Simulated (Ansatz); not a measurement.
This Ansatz (a first-principles code) input (PBE/def2-TZVP) gives -77.25091 Eh with 74 basis functions. A basis named .json is the Basis Set Exchange file of that set (core-valence sets with the plain set on hydrogen).

Ansatz 0.2 input:
```yaml
crystal:
  periodic: [false, false, false]
  atoms:
    - {symbol: C, position_ang: [-0.00000000, -0.00000000, -0.59839493]}
    - {symbol: C, position_ang: [0.00000000, 0.00000000, 0.59839493]}
    - {symbol: H, position_ang: [0.00000000, 0.00000000, 1.66106699]}
    - {symbol: H, position_ang: [-0.00000000, -0.00000000, -1.66106699]}
basis:
  gaussian:
    orbitals: def2-TZVP
hamiltonian:
  xc: {name: PBE}
magnetization: {spin_polarized: false}
```

Change:
```diff
- orbitals: def2-TZVP
+ orbitals: jun-cc-pV_T+d_Z.json
```

Q: What does the run give now?

A: -77.25067 Eh (PBE/jun-cc-pV(T+d)Z, 106 functions), a change of +0.24 mEh.
